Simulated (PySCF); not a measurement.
# Ionisation energy of Ar by level of theory

Ar [Ar] (1S) → Ar⁺ [Ne] 3s2 3p5 (2P), as a difference of total energies. All numbers are calculated (PySCF 2.14, scalar relativity by spin-free X2C-1e, in jorge-DZP-DKH). Correlated levels: valence: [Ne] frozen. The calculations carry no spin-orbit coupling.

```csv
method,ionisation energy (eV)
UHF,14.644
MN15,15.844
MP2 (valence),15.433
CCSD (valence),15.283
CCSD(T) (valence),15.289
```

Q: Estimate what M06-L gives.

A: 15.908 eV, closest to MN15 among the rows shown.

Q: Estimate what SCS-MP2 (valence) gives.

A: 15.343 eV, closest to CCSD(T) (valence) among the rows shown.

Errors of the correlated levels include the incompleteness of this basis and the frozen core.

For comparison: 15.819 eV (measured; NIST levels, between the centres of gravity of the two terms).
